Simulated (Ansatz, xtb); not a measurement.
H3NOSi: which of two isomers lies lower

We compare a, `N[SiH]=O`, a singlet, with b, `[H]/N=[SiH]\O`, a singlet. Both are isolated molecules in the gas phase, relaxed with PBE0-D4/def2-TZVP; the shapes shown needn't be the lowest conformers.

a (Å):

```yaml
atoms:
  - { symbol: N, position_ang: [-1.9406, 1.8729, -1.0918] }
  - { symbol: O, position_ang: [0.7911, 1.7156, -0.2858] }
  - { symbol: Si, position_ang: [-0.3022, 1.6196, -1.3299] }
  - { symbol: H, position_ang: [-2.6204, 1.7934, -1.8299] }
  - { symbol: H, position_ang: [-2.3352, 2.1180, -0.1983] }
  - { symbol: H, position_ang: [-0.1151, 1.2821, -2.7581] }
```

b (Å):

```xyz
6

N    -0.7443    2.1528    0.1074
O    -1.6352    1.1887   -2.5414
Si   -0.6739    1.9193   -1.4479
H    -1.4437    1.8779    0.7767
H     0.4682    2.4253   -2.2145
H    -2.4486    0.7870   -2.2261
```

Problem. Estimate E(b) − E(a) at the level CCSD(T)/def2-TZVPP.

Solution. Calculated at CCSD(T)/def2-TZVPP: E(b) − E(a) = +0.606 eV, so structure a lies lower.

Level by level:

```
             level           geometry  E(b) − E(a) (eV)  departure from the last row (eV)  job, with rough time for the two
          GFN2-xTB           GFN2-xTB              +1.043                            +0.437              optimisation, 0.27 s
         HF/STO-3G           GFN2-xTB              +0.803                            +0.197              single point, 0.35 s
r2SCAN-D4/def2-SVP           GFN2-xTB              +0.638                            +0.032                 single point, 3 s
 PBE0-D4/def2-TZVP  PBE0-D4/def2-TZVP              +0.641                            +0.036                optimisation, 34 s
     HF/def2-TZVPP  PBE0-D4/def2-TZVP              +0.662                            +0.056           part of the CCSD(T) run
    MP2/def2-TZVPP  PBE0-D4/def2-TZVP              +0.643                            +0.037           part of the CCSD(T) run
CCSD(T)/def2-TZVPP  PBE0-D4/def2-TZVP              +0.606                                                  single point, 39 s
```

As drawn, b has 1 N=Si, 1 O–Si, 1 O–H in place of 1 N–Si, 1 O=Si, 1 N–H.

The levels shown agree on the order. The largest departure from CCSD(T)/def2-TZVPP is that of GFN2-xTB, 0.437 eV.

With harmonic frequencies from PBE0-D4/def2-TZVP (ideal gas, rigid rotor, one conformer each, 298.15 K, 1 atm): on the last row, ΔE + ΔZPE = +0.567, ΔH = +0.571, ΔG = +0.567 eV.

The correlated steps freeze 7 core orbitals. Codes used: Ansatz 0.2.0, xtb 6.7.1; the last row on 2 threads of Intel(R) Xeon(R) Processor @ 2.50GHz (Skylake/Cascade Lake) on a shared host.
